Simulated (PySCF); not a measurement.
Compound: C3H7NS.
Numbering: `[CH3:1][N:2]([CH3:3])[CH:4]=[S:5]` (hydrogens: H6, H7, H8 on C1; H9, H10, H11 on C3; H12 on C4)

The same species was optimised twice, with GFN2-xTB and with PBE0-D3(BJ)/def2-SVP (PySCF), and the same property calculations (PySCF, gas phase) were run on both structures.

| coordinate | GFN2-xTB | PBE0-D3(BJ)/def2-SVP | change |
| --- | --- | --- | --- |
| C4–H12 (Å) | 1.087 | 1.102 | +0.015 |
| N2–C4 (Å) | 1.331 | 1.344 | +0.013 |
| C3–H11 (Å) | 1.092 | 1.103 | +0.011 |
| C1–H6 (Å) | 1.088 | 1.098 | +0.010 |
| C1–H7 (Å) | 1.094 | 1.104 | +0.010 |
| C3–H9 (Å) | 1.092 | 1.102 | +0.010 |
| C3–H10 (Å) | 1.089 | 1.098 | +0.009 |
| C1–H8 (Å) | 1.094 | 1.103 | +0.009 |
| C4=S5 (Å) | 1.635 | 1.642 | +0.007 |
| C1–N2 (Å) | 1.439 | 1.441 | +0.002 |
| N2–C3 (Å) | 1.440 | 1.442 | +0.002 |
| N2–C4–H12 (°) | 114.6 | 111.5 | -3.1 |
| N2–C4–S5 (°) | 126.2 | 128.2 | +2.0 |
| S5–C4–H12 (°) | 119.2 | 120.2 | +1.0 |
| C1–N2–C4 (°) | 122.4 | 121.4 | -1.0 |
| N2–C1–H7 (°) | 110.1 | 111.0 | +0.9 |
| C1–N2–C3 (°) | 115.7 | 116.5 | +0.8 |
| N2–C1–H8 (°) | 110.1 | 110.8 | +0.7 |
| N2–C1–H6 (°) | 110.4 | 109.9 | -0.5 |
| C1–N2–C4–S5 (°) | 180 | -179 | +1 |

Rotational constants: A = 9204, B = 2472, C = 1997 MHz (GFN2-xTB) against A = 9046, B = 2421, C = 1957 MHz (PBE0-D3(BJ)/def2-SVP). Atoms that the bonding makes alike are paired by their places after alignment.

On the GFN2-xTB structure: lowest singlet, TDDFT (eV) 3.51 [PBE0/def2-SVPD]; lowest triplet, Tamm–Dancoff (eV) 3.16 [PBE0/def2-SVPD]; isotropic polarisability (au) 72.1 [PBE0/def2-SVPD]; HOMO (eV) -6.05 [PBE0/def2-SVPD]; LUMO (eV) -0.82 [PBE0/def2-SVPD]; dipole (D) 5.06 [PBE0/def2-SVPD]; HOMO (eV) -5.96 [PBE0/pcSseg-1]; LUMO (eV) -0.67 [PBE0/pcSseg-1]; dipole (D) 5.05 [PBE0/pcSseg-1]; GIAO shielding of C1/C3 (mean) (ppm) 147.3 [PBE0/pcSseg-1]; GIAO shielding of N2 (ppm) 105.7 [PBE0/pcSseg-1]; GIAO shielding of C4 (ppm) -8.1 [PBE0/pcSseg-1]; GIAO shielding of S5 (ppm) 194.8 [PBE0/pcSseg-1].

Problem. What do these properties become on the PBE0-D3(BJ)/def2-SVP structure?

Solution. 
```tsv
property	level	on GFN2-xTB	on PBE0-D3(BJ)/def2-SVP	change
lowest singlet, TDDFT (eV)	PBE0/def2-SVPD	3.51	3.51	0.00
lowest triplet, Tamm–Dancoff (eV)	PBE0/def2-SVPD	3.16	3.15	-0.01
isotropic polarisability (au)	PBE0/def2-SVPD	72.1	73.2	+1.1
HOMO (eV)	PBE0/def2-SVPD	-6.05	-6.11	-0.06
LUMO (eV)	PBE0/def2-SVPD	-0.82	-0.89	-0.07
dipole (D)	PBE0/def2-SVPD	5.06	5.02	-0.04
energy, GFN2-xTB geometry as zero (kcal/mol)	PBE0/def2-SVPD	0.0	-0.7	-0.7
HOMO (eV)	PBE0/pcSseg-1	-5.96	-6.03	-0.07
LUMO (eV)	PBE0/pcSseg-1	-0.67	-0.74	-0.07
dipole (D)	PBE0/pcSseg-1	5.05	5.01	-0.04
energy, GFN2-xTB geometry as zero (kcal/mol)	PBE0/pcSseg-1	0.0	-0.5	-0.5
GIAO shielding of C1/C3 (mean) (ppm)	PBE0/pcSseg-1	147.3	145.5	-1.8
GIAO shielding of N2 (ppm)	PBE0/pcSseg-1	105.7	101.0	-4.7
GIAO shielding of C4 (ppm)	PBE0/pcSseg-1	-8.1	-11.3	-3.2
GIAO shielding of S5 (ppm)	PBE0/pcSseg-1	194.8	189.6	-5.2
```

The heavy atoms differ by 0.026 Å rms after alignment. Among all bonds C4–H12 changes most (+0.015 Å). Changes are differences of the printed values. Neither structure is proved a minimum here.

Conformer computed: `[CH3:1][N:2]([CH3:3])[CH:4]=[S:5]`: C1–N2–C4–S5 -179°.
